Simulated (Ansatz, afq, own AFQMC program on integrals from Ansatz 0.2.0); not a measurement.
Atomization energy of C$_{2}$H$_{5}$N, singlet, worked out

```yaml
atoms:
  - { symbol: C, position_ang: [-0.7147, 0.7527, -0.7923] }
  - { symbol: N, position_ang: [0.4425, 0.3112, -0.5547] }
  - { symbol: C, position_ang: [0.6268, -0.5647, 0.5666] }
  - { symbol: H, position_ang: [-1.6048, 0.5005, -0.1781] }
  - { symbol: H, position_ang: [-0.8762, 1.4255, -1.6474] }
  - { symbol: H, position_ang: [-0.2991, -0.7744, 1.1405] }
  - { symbol: H, position_ang: [1.0500, -1.5204, 0.2165] }
  - { symbol: H, position_ang: [1.3756, -0.1304, 1.2489] }
```

Basis def2-TZVP. Only valence electrons are correlated. AFQMC by an in-house program on the Cholesky factors that Ansatz 0.2.0 writes for its CCSD(T) run. ph-AFQMC/CISD is guided by a CISD state made of CCSD amplitudes; releasing the constraint for a short imaginary time cuts its bias at the price of noise, slowly where states lie close. ± is one standard error of the sampling.

Total energies in eV. CBS is CCSD(T) at the limit of def2-TZVPP/QZVPP (extrapolated itself); the highest rung of each member is named.

Cautions: C₂H₅N (singlet): the released value is read at 1.50 1/Eh with a noise of 11 meV, more than in the cases checked (meV from the phaseless value at times in 1/Eh: -3 ± 6 at 0.24, -6 ± 9 at 0.51, -2 ± 9 at 0.99, 14 ± 11 at 1.50).

```json
{"member": "C (triplet)", "count": "+2", "CCSD(T)/def2-TZVP": "-1028.0742", "highest rung in def2-TZVP": "-1028.0883", "which": "FCI", "CCSD(T)/CBS": "-1028.3149"}
{"member": "N (quartet)", "count": "+1", "CCSD(T)/def2-TZVP": "-1483.4543", "highest rung in def2-TZVP": "-1483.4647", "which": "FCI", "CCSD(T)/CBS": "-1483.8573"}
{"member": "H (doublet)", "count": "+5", "CCSD(T)/def2-TZVP": "-13.6005", "highest rung in def2-TZVP": "-13.6005", "which": "FCI", "CCSD(T)/CBS": "-13.6059"}
{"member": "C₂H₅N, singlet", "count": "-1", "CCSD(T)/def2-TZVP": "-3638.0411", "highest rung in def2-TZVP": "-3638.0698 ± 0.0111", "which": "released AFQMC", "CCSD(T)/CBS": "-3640.0892"}
```

Task: Work out the best estimate of the atomization energy: the CCSD(T)/CBS difference plus the step from CCSD(T) to the highest rung.

Result: Sums with the counts: CCSD(T)/CBS 31.5726 eV, highest rung 30.4260 eV, CCSD(T)/def2-TZVP 30.4359 eV. The step is 30.4260 − 30.4359 = -0.0099 eV, so the best estimate is 31.5726 + (-0.0099) = 31.5627 eV = 727.9 kcal/mol, with sampling noise 0.011 eV. The step is under twice that noise, so its sign is open. The basis set is worth 1.137 eV of it. Zero-point, core-correlation and spin–orbit terms aren't in it.

Best estimates are given only where the step beyond CCSD(T) is under 0.3 eV and no member's determinant is very poor (T1 over 0.05, or 0.07 for open shells, ⟨S²⟩ too high by 0.3, two states mixed), so the hardest cases are missing from such tables.

Each member of a difference takes its own highest rung, so a best estimate needn't equal the limit plus the step of one row. Released energies are given only where the last usable release times agree within the noise; a slower fall can still hide under it.
